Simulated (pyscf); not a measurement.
One insertion on the singlet surface with elements of a group swapped. CCSD(T)/def2-TZVPP + ΔMP2(QZVPP), eV, from the separated reactants. Optimised with ωB97X-D3(BJ)/def2-SVP in PySCF. MP2 and CC: frozen core, UHF for open shells. ΔMP2 is the change of the MP2 total energy from the triple- to the quadruple-zeta basis.

| step | barrier | reaction energy | imaginary mode (i cm⁻¹) |
|---|---|---|---|
| `[OH][In]` [singlet] + `[ClH]` → `[OH][InH][Cl]` | 1.35 | -0.54 | 1173 |
| `[OH][Ga]` [singlet] + `[ClH]` → `[OH][GaH][Cl]` | 1.12 | -1.36 | 1207 |
| `[OH][Ga]` [singlet] + `[FH]` → `[OH][GaH][F]` | (withheld) | (withheld) | 1363 |
| `[OH][In]` [singlet] + `[FH]` → `[OH][InH][F]` | 1.82 | +0.05 | 1248 |

Problem. Complete the blanks.

Solution. 
- `[OH][Ga]` [singlet] + `[FH]` → `[OH][GaH][F]`, barrier: 1.45
- `[OH][Ga]` [singlet] + `[FH]` → `[OH][GaH][F]`, reaction energy: -1.04

Row 1: On the product side the descent ends in a point that may be a rotor saddle (no frequency run), 0.08 eV over the lowest minimum found and 2.04 eV under the saddle at ωB97X-D3(BJ)/def2-TZVP. Row 2: On the product side the descent ends in a point that may be a rotor saddle (no frequency run), 0.07 eV over the lowest minimum found and 2.57 eV under the saddle at ωB97X-D3(BJ)/def2-TZVP. Row 3: On the product side the descent ends in a point that may be a rotor saddle (no frequency run), 0.07 eV over the lowest minimum found and 2.47 eV under the saddle at ωB97X-D3(BJ)/def2-TZVP. Row 4: On the product side the descent ends in a point that may be a rotor saddle (no frequency run), 0.09 eV over the lowest minimum found and 1.82 eV under the saddle at ωB97X-D3(BJ)/def2-TZVP. Each row is the saddle that its search found. The CCSD(T) − MP2 part came from Ansatz, without density fitting, on the same reference. The frozen core leaves the outer d or s,p core shells of the metals and heavy elements correlated in the MP2 and CC values, and def2-TZVPP describes them poorly, which can shift differences by a few kcal/mol. Elements up to Kr have no core potential and no relativistic terms here. Elements past Kr carry the def2 core potentials, without spin-orbit coupling.
